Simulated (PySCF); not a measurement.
**SH₄: fields on a plane**

All numbers come from r2SCAN in PySCF with S def2-TZVP, H def2-TZVP; no relativity; density-fitted integrals.

The singlet minimum has S–H 1.399 Å (×4); H–S–H 87.7° (×4), H–S–H 157.1° (×2).

The plane holds S1 at (0.00, 0.00), H2 at (1.40, 0.00), H3 at (-1.29, 0.54) Å. Columns run from x = -3.15 to 3.75 Å, rows from y = 2.85 (top) to -1.95 Å, in steps of 0.3 Å. Other isomers or separated fragments may lie lower.

Problem. Give the electron localisation function (set to 0 where the density is under 0.005 e/Å³). Lower edges of the bins: '_' 0.000, '.' 0.100, ':' 0.200, '-' 0.300, '=' 0.400, '+' 0.500, '*' 0.600, '#' 0.700, '%' 0.800, '@' 0.900; top 1.00, each point printed twice.

Solution. 
```
________________________________________________
________________________________________________
____________________..::::______________________
________--==--......--====--..__________________
______**%%%%##++----==**++==::..________________
____**@@@@@@@@%%**++**##**++--::::::..__________
____%%@@@@@@@@@@%%########**++++**##**--________
____@@@@@@@@@@@@@@%%**########%%@@@@@@##________
__==@@@@@@@@@@@@@@==____--%%@@@@@@@@@@@@++______
____%%@@@@@@@@@@%%__%%%%__%%@@@@@@@@@@@@**______
____++%%%%%%%%%%##__%%%%__%%@@@@@@@@@@@@**______
______--==++++##%%++____==%%@@@@@@@@@@@@++______
________..::==##@@@@@@@@%%####%%@@@@@@##________
__________..==##@@@@@@@@%%**==++**##**--________
__________..==##@@@@@@@@%%++::..::::____________
____________--##%%@@@@@@##==..__________________
______________++##%%%%%%**--____________________
```

Problem. Give the electron density (e/Å³) (cut at 5 e/Å³). Lower edges of the bins (e/Å³): '0' 0.000, '1' 0.030, '2' 0.076, '3' 0.151, '4' 0.268, '5' 0.455, '6' 0.750, '7' 1.218, '8' 1.960, '9' 3.136; top 5.00.

Solution. 
```
000000000000000000000000
000000000000000000000000
000000000000000000000000
000000000000000000000000
000000111111100000000000
000011222222211000000000
000023444444432110000000
000124666666544321000000
000135777788665542100000
000124667899877763100000
000013456899877763100000
000011345788765542100000
000001234666544321000000
000000123454432110000000
000000012233211000000000
000000001111100000000000
000000000000000000000000
```
